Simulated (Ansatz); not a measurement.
Compare A (`FCC1CO1`) with its isomer B (`C/C(F)=C\O`).

Gas-phase electronic energies from Ansatz, PBE0-D4/def2-TZVP geometries. CBS: MP2 limit from def2 TZ/QZ plus the TZ coupled-cluster correction, frozen cores. DFT in def2-TZVPP. B3LYP here is the variant with VWN-RPA as its local correlation; programs differ in this. One conformer a species, not always the lowest.

A:

```xyz
10

F    -0.2751    0.9827   -1.8817
C     0.2039   -0.1232   -1.2059
C    -0.4822   -0.2393    0.1194
C     0.1117    0.3339    1.3204
O     0.1859   -1.0595    1.0605
H     1.2823   -0.0114   -1.0626
H     0.0125   -1.0048   -1.8253
H    -1.5629   -0.3671    0.0823
H    -0.5294    0.6163    2.1507
H     1.0532    0.8723    1.2423
```

B:

Z-matrix (Å, degrees):
```
C
C 1 1.479
H 1 1.094 2 110.7
H 1 1.094 2 110.7 3 119.4
H 1 1.092 2 112.1 3 -120.3
F 2 1.354 1 112.8 3 -59.3
C 2 1.327 1 129.8 3 120.7
O 7 1.357 2 126.9 1 0.0
H 7 1.082 2 120.4 1 -180.0
H 8 0.961 7 109.9 2 0.2
```

Problem. Which isomer does CCSD(T)/CBS put lower? Give the gap. (An estimate is asked.)

Solution. Computed: B, by 61.8 kJ/mol.

Problem. Give E(B) − E(A) in kJ/mol with r2SCAN-D4, PBE-D4, B3LYP-D4, HF/def2-TZVPP, B3LYP, CCSD(T)/def2-TZVPP, MP2/def2-TZVPP. (Best estimate.)

Solution. The calculation gave: r2SCAN-D4 -63.2, PBE-D4 -63.7, B3LYP-D4 -70.6, HF/def2-TZVPP -59.6, B3LYP -69.8, CCSD(T)/def2-TZVPP -59.0, MP2/def2-TZVPP -53.7. None reverses the order clearly.

Largest T1 diagnostic: 0.012.

From PBE to PBE0 (25 % exact exchange), in def2-TZVPP and without D4, E(B) − E(A) moves by +5.2 kJ/mol.
